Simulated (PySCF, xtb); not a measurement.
## CH2BN: where a starting geometry ends

The starting geometry of this gas-phase singlet was built from a drawn formula by distance geometry and a force field; its bonds are those of `[H]/N=C\[B]`.

```xyz
5

C    -1.9470   -1.9824   -2.7308
B    -2.9978   -3.1008   -3.1431
N    -1.7536   -1.7374   -1.4226
H    -1.4481   -1.3630   -3.4995
H    -2.1969   -2.2730   -0.7479
```

**Question.** Predict what it relaxes into with r2SCAN-D4/def2-SVP.

**Answer.** It rearranges to `B1C=N1`. Contacts that open: N3–H5 (0.97 → 2.50 Å). Contacts that close: B2–N3 (2.52 → 1.44 Å), B2–H5 (2.66 → 1.19 Å).

The energy falls by 3.54 eV over 45 steps:

| step | E − E(last) (eV) |
| --- | --- |
| 1 | 3.543 |
| 6 | 2.922 |
| 11 | 2.895 |
| 16 | 2.868 |
| 21 | 2.723 |
| 25 | 2.522 |
| 30 | 1.857 |
| 35 | 0.306 |
| 40 | 0.007 |
| 45 | 0.000 |

Final geometry (Å):

```xyz
5

C    -1.8082   -1.7978   -2.8592
B    -2.3999   -2.4852   -1.7290
N    -1.4578   -1.4001   -1.6611
H    -1.4921   -1.4309   -3.8453
H    -3.0539   -3.2398   -1.0805
```

From the same start GFN2-xTB reaches the same bonding as this run.

No frequencies were run, so the end isn't proven a minimum. Run with PySCF 2.14.0, 5.1 min on 2 threads of Intel(R) Xeon(R) Processor @ 2.50GHz (Skylake/Cascade Lake) (shared host).
